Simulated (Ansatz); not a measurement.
# CH3AlN radical (SMILES [CH]1[NH][AlH]1): one structure at several levels

Aim: energy, forces and dipole at a structure displaced at random from a GFN2-xTB minimum, from CCSD(T) and from density functionals.

Computed with Ansatz 0.2.0, Gaussian basis. Level: single points in def2-TZVPP.

Correlated methods freeze the cores. Orbitals are unrestricted.

### 1 Where the work starts

SMILES `[CH]1[NH][AlH]1`, 6 atoms, charge 0, spin multiplicity 2.

Atoms are counted from 1 here; the program's logs count them from 0.

Bond lengths: C1–N2 1.267 Å, C1–Al3 2.172 Å, C1–H4 0.943 Å, N2–Al3 1.979 Å, N2–H5 1.223 Å, Al3–H6 1.449 Å. Angles: N2–C1–Al3 64.1°, N2–C1–H4 126.3°, Al3–C1–H4 169.2°, C1–N2–Al3 80.8°, C1–N2–H5 120.2°, Al3–N2–H5 158.2°, C1–Al3–N2 35.2°, C1–Al3–H6 121.1°, N2–Al3–H6 97.0°.

Coordinates:

```
C    -0.42400   -0.93920   -0.18670
N     0.19480    0.13050   -0.46650
Al    0.77630   -0.09090    1.41230
H    -0.94240   -1.45530   -0.78130
H     0.00720    0.68720   -1.53880
H     0.62460    1.29450    1.80730
```

### 2 CCSD(T)/def2-TZVPP

run/in.yaml reads:

```yaml
crystal:
  periodic: [false, false, false]
  atoms:
    - {symbol: C, position_ang: [-0.424000, -0.939200, -0.186700]}
    - {symbol: N, position_ang: [0.194800, 0.130500, -0.466500]}
    - {symbol: Al, position_ang: [0.776300, -0.090900, 1.412300]}
    - {symbol: H, position_ang: [-0.942400, -1.455300, -0.781300]}
    - {symbol: H, position_ang: [0.007200, 0.687200, -1.538800]}
    - {symbol: H, position_ang: [0.624600, 1.294500, 1.807300]}
basis:
  gaussian: {orbitals: def2-TZVPP}
magnetization: {spin_polarized: true, initial_magnetization: 1}
correlation: {method: ccsd_t}
scf: {omitted_lower_state_checks: [cluster_reference]}
output: {forces: true}
```

The command line of these runs was not kept.

### 3 PBE0-D4/def2-TZVPP

run/in.yaml: that of step 2 with these lines changed.

```diff
@@ -12,4 +12,3 @@
 magnetization: {spin_polarized: true, initial_magnetization: 1}
-correlation: {method: ccsd_t}
-scf: {omitted_lower_state_checks: [cluster_reference]}
-output: {forces: true}
+hamiltonian: {xc: pbe0, dispersion: d4}
+output: {forces: true, orbitals: {seedname: orbitals}}
```

### 4 wB97M-V/def2-TZVPP

run/in.yaml: that of step 3 with these lines changed.

```diff
@@ -12,3 +12,3 @@
 magnetization: {spin_polarized: true, initial_magnetization: 1}
-hamiltonian: {xc: pbe0, dispersion: d4}
-output: {forces: true, orbitals: {seedname: orbitals}}
+hamiltonian: {xc: {name: wB97M-V}}
+output: {forces: true}
```

### 5 r2SCAN-D4/def2-TZVPP

run/in.yaml: that of step 4 with these lines changed.

```diff
@@ -12,3 +12,3 @@
 magnetization: {spin_polarized: true, initial_magnetization: 1}
-hamiltonian: {xc: {name: wB97M-V}}
+hamiltonian: {xc: r2scan, dispersion: d4}
 output: {forces: true}
```

### 6 PBE-D4/def2-TZVPP

run/in.yaml: that of step 5 with these lines changed.

```diff
@@ -12,3 +12,3 @@
 magnetization: {spin_polarized: true, initial_magnetization: 1}
-hamiltonian: {xc: r2scan, dispersion: d4}
+hamiltonian: {xc: pbe, dispersion: d4}
 output: {forces: true}
```

### 7 BHLYP-D4/def2-TZVPP

run/in.yaml: that of step 6 with these lines changed.

```diff
@@ -12,3 +12,3 @@
 magnetization: {spin_polarized: true, initial_magnetization: 1}
-hamiltonian: {xc: pbe, dispersion: d4}
+hamiltonian: {xc: {name: BHLYP}, dispersion: d4}
 output: {forces: true}
```

### 8 wB97X-V/def2-TZVPP

run/in.yaml: that of step 7 with these lines changed.

```diff
@@ -12,3 +12,3 @@
 magnetization: {spin_polarized: true, initial_magnetization: 1}
-hamiltonian: {xc: {name: BHLYP}, dispersion: d4}
+hamiltonian: {xc: {name: wB97X-V}}
 output: {forces: true}
```

(Steps that only read results are left out.)

What does the calculation give? Wanted: energy less free atoms, CCSD(T)/def2-TZVPP; RMS force component; RMS force error; HOMO and LUMO, PBE0-D4; T1 diagnostic.

The runs gave:

| quantity | value |
| --- | --- |
| energy less free atoms, CCSD(T)/def2-TZVPP | -1687.1 kJ/mol |
| RMS force component | 3.214 to 3.359 eV/Å over the methods |
| RMS force error | PBE0-D4 0.362, wB97M-V 0.250, r2SCAN-D4 0.337, PBE-D4 0.301, BHLYP-D4 0.471, wB97X-V 0.232 eV/Å |
| HOMO and LUMO, PBE0-D4 | -4.88 and -1.59 eV |
| T1 diagnostic | 0.020 |

Against CCSD(T) the functionals' energies less atoms differ by -137.5 to +6.1 kJ/mol, PBE-D4 by -137.5 kJ/mol. CCSD(T) in triple zeta still lacks some correlation energy of the bonds, so part of these gaps is its own basis error and they don't rank the functionals. The forces of wB97X-V come nearest to CCSD(T), those of BHLYP-D4 are farthest. Frozen-core CCSD(T) forces in triple zeta carry basis errors of their own, and this is one geometry, so small gaps rank nothing.
